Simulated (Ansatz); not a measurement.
**Relative stability**

Two relaxed structures of CH$_{3}$MgO (charge -1), singlet (PBE0-D4/def2-TZVPD; forces vanish, vibrations not checked).

A:

C1  (-0.765, -0.058, -0.249)
O2  (2.959, 0.225, 0.965)
Mg3  (1.275, 0.097, 0.416)
H4  (-0.992, 0.652, -1.056)
H5  (-0.998, -1.060, -0.635)
H6  (-1.480, 0.143, 0.560)
(Å)

B:

```xyz
6
angstrom
C 0.2485 0.0448 0.0517
O 0.4687 0.6310 1.3659
Mg 2.0697 -0.8894 -0.8422
H -0.1415 0.8261 -0.6330
H -0.3569 1.0089 1.6783
H -0.5595 -0.7123 0.1233
```

Ansatz 0.2.0; basis: def2-TZVPPD; cores frozen in the correlated methods. The outer core shell of Li, Na, Mg and K is correlated. The def2 sets are not built for correlating such inner shells, so the correlated values are less sure here. B3LYP uses VWN-RPA correlation.

Q: Which structure is lower at CCSD(T), and by how much? (Judge from chemistry; the value comes from the calculation.)

A: By the calculation: A, by 22.05 kcal/mol (electronic energy, against the other). By their contacts, A is CH₃MgO ([CH3][Mg][O]), total charge -1 and B is CH₃MgO ([OH][CH2][Mg]), total charge -1.

All methods give the same order:

```csv
method,E(B) − E(A) (kcal/mol)
PBE-D4,23.18
r2SCAN-D4,24.91
PBE0-D4,15.79
B3LYP-D4,22.04
wB97M-V,21.03
HF,1.27
MP2,32.90
CCSD,17.48
CCSD(T),22.05
```

T1 diagnostic: at most 0.026. The restricted Hartree–Fock reference is unstable towards an unrestricted one at one or more of these structures.

Labels in which every atom is bracketed show which atoms are joined, not bond orders.

For scale, one of the runs: CCSD(T)/def2-TZVPPD, 163 basis functions, launched by `ansatz run in.yaml --threads 2 --pin off --events-out ev --progress --plain --max-ram 4352MiB`. The run took 33 s on 2 CPU threads of an Arm Neoverse V2 (shared host), with 1.4 GiB of host memory at its peak.
